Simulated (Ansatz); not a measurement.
The same path of C$_{2}$H$_{3}$NO (7 atoms, charge 0, multiplicity 1) was run twice with different band settings. The coordinate that changes most is the dihedral H5–O1–C2–N4.

Level of theory: RKS PBE/def2-SVP (Ansatz 0.2.0).

Relaxed end points:

```xyz
7
Properties=species:S:1:pos:R:3
O -0.944 1.292 -0.386
C -0.135 0.329 0.030
C 0.765 -0.108 0.872
N 0.046 -1.046 -0.261
H -1.419 0.960 -1.176
H 1.012 -0.346 1.909
H 0.736 -1.150 -1.032
```

```xyz
7
Properties=species:S:1:pos:R:3
O -1.144 0.808 -0.822
C -0.219 0.118 -0.173
C 0.704 -0.023 0.756
N 0.218 -1.205 -0.281
H -1.296 1.647 -0.341
H 0.855 -0.129 1.834
H 0.944 -1.284 -1.019
```

Common settings: spring 5.0 eV/Å²; optimiser quadratic models (default); start path IDPP; force threshold 0.03 eV/Å; end points relaxed.

| run | movable images | climbing image | iteration limit |
| --- | --- | --- | --- |
| 1 | 7 | yes | 55 |
| 2 | 4 | no | 60 |

Q: What does each run give, and how far can it be trusted?

A: Run 1: converged after 16 iterations, highest image 0.257 eV above the first end. A vibrational analysis at the climbing image gives one clearly imaginary mode, 458i cm⁻¹: a first-order saddle point.
Run 2: converged after 11 iterations, highest image 0.248 eV above the first end. No image climbed, so the highest image needn't sit at the top of the path.
